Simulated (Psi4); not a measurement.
**SiNH4 (SMILES [NH][SiH3]): UHF/STO-3G**

Aim: the vertical doublet–quartet gap of SiNH4 at UHF/STO-3G, from 2 runs. 

The results are computed with Psi4 1.11.

1 further run of the same task is left out (set aside as unsound or not needed).

### Step 1. Starting point

The species is SiNH4 (6 atoms), meant as a doublet with charge 0. SMILES: `[NH][SiH3]`. The shape is that of a PBE0-D4/def2-TZVP optimisation.

Bond lengths: N1–Si2 1.753 Å, N1–H3 1.023 Å, Si2–H4 1.491 Å, Si2–H5 1.491 Å, Si2–H6 1.481 Å. Angles: N1–Si2–H4 110.8°, N1–Si2–H5 109.1°, N1–Si2–H6 109.3°, Si2–N1–H3 111.9°, H4–Si2–H5 108.6°, H4–Si2–H6 109.5°, H5–Si2–H6 109.5°.

### Step 2. Energy and gradient at UHF/STO-3G

File job.inp:

```
memory 1600 mb

molecule molecule1 {
  0 2
  N
  Si 1 R2
  H 1 R3 2 A3
  H 2 R4 1 A4 3 D4
  H 2 R5 4 A5 1 D5
  H 2 R6 4 A6 5 D6

  R2 = 1.752625
  R3 = 1.022911
  A3 = 111.89876
  R4 = 1.491108
  A4 = 110.76314
  D4 = 54.98538
  R5 = 1.491394
  A5 = 108.64961
  D5 = 119.7997
  R6 = 1.481361
  A6 = 109.53092
  D6 = 119.61475
  symmetry c1
}

set reference uhf
set puream true
set e_convergence 1e-09
set d_convergence 1e-08
set scf_type pk
set maxiter 200

result, w = gradient("hf/STO-3G", return_wfn=True)
oeprop(w, "WIBERG_LOWDIN_INDICES", "LOWDIN_CHARGES", "QUADRUPOLE")
```

Launch:

```console
$ psi4 -i job.inp -o job.out -n 1
```

job.out:

```text
Psi4 1.11 release

gradient() will perform analytic gradient computation.

   => Loading Basis Set <=

    Name: STO-3G
    Role: ORBITAL
    Keyword: BASIS

         ---------------------------------------------------------
                                   SCF
                              UHF Reference
                        1 Threads,   1525 MiB Core
         ---------------------------------------------------------

  ==> Geometry <==

    Molecular point group: c1
    Full point group: C1

    Geometry (in Angstrom), charge = 0, multiplicity = 2:

       Center              X                  Y                   Z               Mass
    ------------   -----------------  -----------------  -----------------  -----------------
         N           -0.000584844301    -0.021030385374    -1.205447835642    14.003074004430
         SI          -0.000584844301    -0.021030385374     0.547177164358    27.976926534650
         H           -0.000584844301     0.928071781891    -1.586960600846     1.007825032230
         H           -1.142496917444     0.778979372363     1.075783135190     1.007825032230
         H            1.272133318162     0.584535334387     1.034757620513     1.007825032230
         H           -0.104690419038    -1.415585634223     1.035857120503     1.007825032230

  Running in c1 symmetry.

  Rotational constants: A =      2.49779  B =      0.44813  C =      0.43841 [cm^-1]
  Rotational constants: A =  74881.94141  B =  13434.67395  C =  13143.30934 [MHz]
  Nuclear repulsion =   56.674420389990779

  Charge       = 0
  Multiplicity = 2
  Electrons    = 25
  Nalpha       = 13
  Nbeta        = 12

  ==> Algorithm <==

  SCF Algorithm Type is PK.
  DIIS enabled.
  MOM disabled.
  Fractional occupation disabled.
  Guess Type is SAD.
  Energy threshold   = 1.00e-09
  Density threshold  = 1.00e-08
  Integral threshold = 1.00e-12

  ==> Primary Basis <==

  Basis Set: STO-3G
    Blend: STO-3G
    Number of shells: 12
    Number of basis functions: 18
    Number of Cartesian functions: 18
    Spherical Harmonics?: true
    Max angular momentum: 1

  ==> Integral Setup <==

  Using in-core PK algorithm.
   Calculation information:
      Number of atoms:                   6
      Number of AO shells:              12
      Number of primitives:             36
      Number of atomic orbitals:        18
      Number of basis functions:        18

      Integral cutoff                 1.00e-12
      Number of threads:                 1

  Performing in-core PK
  Using 29412 doubles for integral storage.
  We computed 3000 shell quartets total.
  Whereas there are 3081 unique shell quartets.

  ==> DiskJK: Disk-Based J/K Matrices <==

    J tasked:                  Yes
    K tasked:                  Yes
    wK tasked:                  No
    Memory [MiB]:             1144
    Schwarz Cutoff:          1E-12

  Minimum eigenvalue in the overlap matrix is 2.9190303996E-01.
  Reciprocal condition number of the overlap matrix is 1.4627491428E-01.
    Using symmetric orthogonalization.

  ==> Pre-Iterations <==

  SCF Guess: Superposition of Atomic Densities via on-the-fly atomic UHF (no occupation information).

   -------------------------
    Irrep   Nso     Nmo
   -------------------------
     A         18      18
   -------------------------
    Total      18      18
   -------------------------

  ==> Iterations <==

                        Total Energy        Delta E     RMS |[F,P]|

   @UHF iter SAD:  -339.56673119839172   -3.39567e+02   0.00000e+00
   @UHF iter   1:  -341.56387565631638   -1.99714e+00   1.29241e-02 ADIIS/DIIS
   @UHF iter   2:  -341.62006356347291   -5.61879e-02   3.93160e-03 ADIIS/DIIS
   @UHF iter   3:  -341.62518976961900   -5.12621e-03   1.19595e-03 ADIIS/DIIS
   @UHF iter   4:  -341.62595590738090   -7.66138e-04   3.64022e-04 ADIIS/DIIS
   @UHF iter   5:  -341.62604943158374   -9.35242e-05   1.49473e-04 ADIIS/DIIS
   @UHF iter   6:  -341.62606617365930   -1.67421e-05   2.67552e-05 DIIS
   @UHF iter   7:  -341.62606660154944   -4.27890e-07   7.97983e-06 DIIS
   @UHF iter   8:  -341.62606664802200   -4.64726e-08   2.75917e-06 DIIS
   @UHF iter   9:  -341.62606665509901   -7.07701e-09   1.40785e-06 DIIS
   @UHF iter  10:  -341.62606665821227   -3.11326e-09   1.01882e-06 DIIS
   @UHF iter  11:  -341.62606666129011   -3.07784e-09   6.54575e-07 DIIS
   @UHF iter  12:  -341.62606666292493   -1.63482e-09   3.35904e-07 DIIS
   @UHF iter  13:  -341.62606666333312   -4.08193e-10   6.43775e-08 DIIS
   @UHF iter  14:  -341.62606666334074   -7.61702e-12   1.63951e-08 DIIS
   @UHF iter  15:  -341.62606666334102   -2.84217e-13   7.49570e-09 DIIS
  Energy and wave function converged.

  ==> Post-Iterations <==

   @Spin Contamination Metric:   8.827892633E-03
   @S^2 Expected:                7.500000000E-01
   @S^2 Observed:                7.588278926E-01
   @S   Expected:                5.000000000E-01
   @S   Observed:                5.000000000E-01

    Orbital Energies [Eh]
    ---------------------

    Alpha Occupied:

       1A    -68.001482     2A    -15.268350     3A     -5.981824
       4A     -4.007482     5A     -4.006936     6A     -4.006697
       7A     -1.083359     8A     -0.677801     9A     -0.516427
      10A     -0.479580    11A     -0.433337    12A     -0.383723
      13A     -0.352159

    Alpha Virtual:

      14A      0.483049    15A      0.517417    16A      0.548153
      17A      0.552043    18A      0.710041

    Beta Occupied:

       1A    -68.002571     2A    -15.241035     3A     -5.983761
       4A     -4.010303     5A     -4.008914     6A     -4.008382
       7A     -0.950916     8A     -0.670921     9A     -0.485441
      10A     -0.432090    11A     -0.425561    12A     -0.304332

    Beta Virtual:

      13A      0.306891    14A      0.508052    15A      0.530561
      16A      0.549635    17A      0.585999    18A      0.741422

    Final Occupation by Irrep:
              A
    DOCC [    12 ]
    SOCC [     1 ]
    NA   [    13 ]
    NB   [    12 ]

  @UHF Final Energy:  -341.62606666334102

   => Energetics <=

    Nuclear Repulsion Energy =             56.6744203899907788
    One-Electron Energy =                -586.8775892419612319
    Two-Electron Energy =                 188.5771021886293966
    Total Energy =                       -341.6260666633410210

  UHF NO Occupations:
  HONO-2 :   11  A 1.9985490
  HONO-1 :   12  A 1.9975124
  HONO-0 :   13  A 1.0000000
  LUNO+0 :   14  A 0.0024876
  LUNO+1 :   15  A 0.0014510
  LUNO+2 :   16  A 0.0003307
  LUNO+3 :   17  A 0.0001188

Computation Completed

Properties will be evaluated at   0.000000,   0.000000,   0.000000 [a0]

Properties computed using the SCF density matrix

 Multipole Moments:

 ------------------------------------------------------------------------------------
     Multipole            Electronic (a.u.)      Nuclear  (a.u.)        Total (a.u.)
 ------------------------------------------------------------------------------------

 L = 1.  Multiply by 2.5417464519 to convert [e a0] to [Debye]
 Dipole X            :         -0.0336729            0.0228268           -0.0108461
 Dipole Y            :         -0.3228897            0.8208267            0.4979370
 Dipole Z            :         -1.1033188            1.4773552            0.3740365
 Magnitude           :                                                    0.6228661

 ------------------------------------------------------------------------------------

	total time  =          1 seconds =       0.02 minutes

         ------------------------------------------------------------
                                   SCF GRAD
         ------------------------------------------------------------

  ==> Geometry <==

    Molecular point group: c1
    Full point group: C1

    Geometry (in Angstrom), charge = 0, multiplicity = 2:

       Center              X                  Y                   Z               Mass
    ------------   -----------------  -----------------  -----------------  -----------------
         N           -0.000584844301    -0.021030385374    -1.205447835642    14.003074004430
         SI          -0.000584844301    -0.021030385374     0.547177164358    27.976926534650
         H           -0.000584844301     0.928071781891    -1.586960600846     1.007825032230
         H           -1.142496917444     0.778979372363     1.075783135190     1.007825032230
         H            1.272133318162     0.584535334387     1.034757620513     1.007825032230
         H           -0.104690419038    -1.415585634223     1.035857120503     1.007825032230

  Nuclear repulsion =   56.674420389990779

  ==> Basis Set <==

  Basis Set: STO-3G
    Blend: STO-3G
    Number of shells: 12
    Number of basis functions: 18
    Number of Cartesian functions: 18
    Spherical Harmonics?: true
    Max angular momentum: 1

  ==> DirectJKGrad: Integral-Direct SCF Gradients <==

    Gradient:                    1
    J tasked:                  Yes
    K tasked:                  Yes
    wK tasked:                  No
    Integrals threads:           1
    Schwarz Cutoff:          1E-12

  -Total Gradient:
     Atom            X                  Y                   Z
    ------   -----------------  -----------------  -----------------
       1        0.000632175523     0.033155025793     0.021182088213
       2       -0.002017045899    -0.008038836558    -0.059457294705
       3        0.000009086679    -0.028203712853     0.004028048455
       4       -0.025603643699     0.018554436814     0.012226776641
       5        0.029025031471     0.014186328975     0.010709535349
       6       -0.002045604076    -0.029653242171     0.011310846047

	total time  =          0 seconds =       0.00 minutes

Properties will be evaluated at   0.000000,   0.000000,   0.000000 [a0]
OEProp: No title given, name of density matrix used for the following properties is 'SCF alpha density'

 Multipole Moments:

 ------------------------------------------------------------------------------------
     Multipole            Electronic (a.u.)      Nuclear  (a.u.)        Total (a.u.)
 ------------------------------------------------------------------------------------

 L = 1.  Multiply by 2.5417464519 to convert [e a0] to [Debye]
 Dipole X            :         -0.0336729            0.0228268           -0.0108461
 Dipole Y            :         -0.3228897            0.8208267            0.4979370
 Dipole Z            :         -1.1033188            1.4773552            0.3740365
 Magnitude           :                                                    0.6228661

 L = 2.  Multiply by 1.3450342976 to convert [e a0^2] to [Debye ang]
 Quadrupole XX       :        -24.6943767           10.4796111          -14.2147656
 Quadrupole XY       :          0.0006735            0.0054963            0.0061698
 Quadrupole XZ       :          0.0925412           -0.0706737            0.0218675
 Quadrupole YY       :        -27.7364763           13.6521028          -14.0843734
 Quadrupole YZ       :          3.6640627           -5.2849552           -1.6208925
 Quadrupole ZZ       :        -87.8410785           72.0742583          -15.7668203
 Traceless XX        :         22.0629338          -21.5890463            0.4738875
 Traceless YY        :         19.0208342          -18.4165546            0.6042797
 Traceless ZZ        :        -41.0837680           40.0056008           -1.0781672

 ------------------------------------------------------------------------------------
  Lowdin Charges: (a.u.)
   Center  Symbol    Alpha    Beta     Spin     Total
       1     N     4.20689  3.11130  1.09559 -0.31818
       2    SI     6.59419  6.69423 -0.10004  0.71159
       3     H     0.43488  0.48941 -0.05453  0.07571
       4     H     0.59195  0.56619  0.02576 -0.15814
       5     H     0.59483  0.56208  0.03275 -0.15690
       6     H     0.57727  0.57680  0.00047 -0.15407

  Total alpha = 13.00000, Total beta = 12.00000, Total charge = -0.00000

  Wiberg Bond Indices using Orthogonal Lowdin Orbitals:

  Total Bond Index:
  Irrep: 1 Size: 6 x 6

                 1                   2                   3                   4                   5

    1     0.00000000000000     0.95148812580091     0.97961255840026     0.02283675257752     0.02244192326731
    2     0.95148812580091     0.00000000000000     0.00479516186158     0.93707197356249     0.93826912576763
    3     0.97961255840026     0.00479516186158     0.00000000000000     0.00022753491840     0.00005754132989
    4     0.02283675257752     0.93707197356249     0.00022753491840     0.00000000000000     0.00622850757537
    5     0.02244192326731     0.93826912576763     0.00005754132989     0.00622850757537     0.00000000000000
    6     0.01209738596204     0.94228856512715     0.00660063911696     0.00796300918727     0.00731174998747

                 6

    1     0.01209738596204
    2     0.94228856512715
    3     0.00660063911696
    4     0.00796300918727
    5     0.00731174998747
    6     0.00000000000000

  Alpha Contribution:
  Irrep: 1 Size: 6 x 6

                 1                   2                   3                   4                   5

    1     0.00000000000000     0.46522778868278     0.48555575584825     0.01228308931681     0.01231776275791
    2     0.46522778868278     0.00000000000000     0.00255381012493     0.46239222239192     0.46144572204530
    3     0.48555575584825     0.00255381012493     0.00000000000000     0.00008922529015     0.00001834702010
    4     0.01228308931681     0.46239222239192     0.00008922529015     0.00000000000000     0.00436128669295
    5     0.01231776275791     0.46144572204530     0.00001834702010     0.00436128669295     0.00000000000000
    6     0.00568440950117     0.47123691244454     0.00330064320561     0.00396391497331     0.00387295008256

                 6

    1     0.00568440950117
    2     0.47123691244454
    3     0.00330064320561
    4     0.00396391497331
    5     0.00387295008256
    6     0.00000000000000

  Beta Contribution:
  Irrep: 1 Size: 6 x 6

                 1                   2                   3                   4                   5

    1     0.00000000000000     0.48626033711813     0.49405680255201     0.01055366326071     0.01012416050940
    2     0.48626033711813     0.00000000000000     0.00224135173665     0.47467975117057     0.47682340372234
    3     0.49405680255201     0.00224135173665     0.00000000000000     0.00013830962825     0.00003919430979
    4     0.01055366326071     0.47467975117057     0.00013830962825     0.00000000000000     0.00186722088243
    5     0.01012416050940     0.47682340372234     0.00003919430979     0.00186722088243     0.00000000000000
    6     0.00641297646087     0.47105165268260     0.00329999591136     0.00399909421396     0.00343879990490

                 6

    1     0.00641297646087
    2     0.47105165268260
    3     0.00329999591136
    4     0.00399909421396
    5     0.00343879990490
    6     0.00000000000000

  Atomic Valences:

 #  #
 Irrep: 1
      1:    1.988476746008031
      2:    3.773912952119757
      3:    0.991293435627096
      4:    0.974327777821056
      5:    0.974308847927673
      6:    0.976261349380887

    Psi4 run time: 0:00:00.55
```

Run time: 1.4 s. Hardware: 1 thread of Intel Xeon 6975P-C (Granite Rapids), shared host; peak memory 0.18 GiB.

(Part 1 of 2 ends here.)
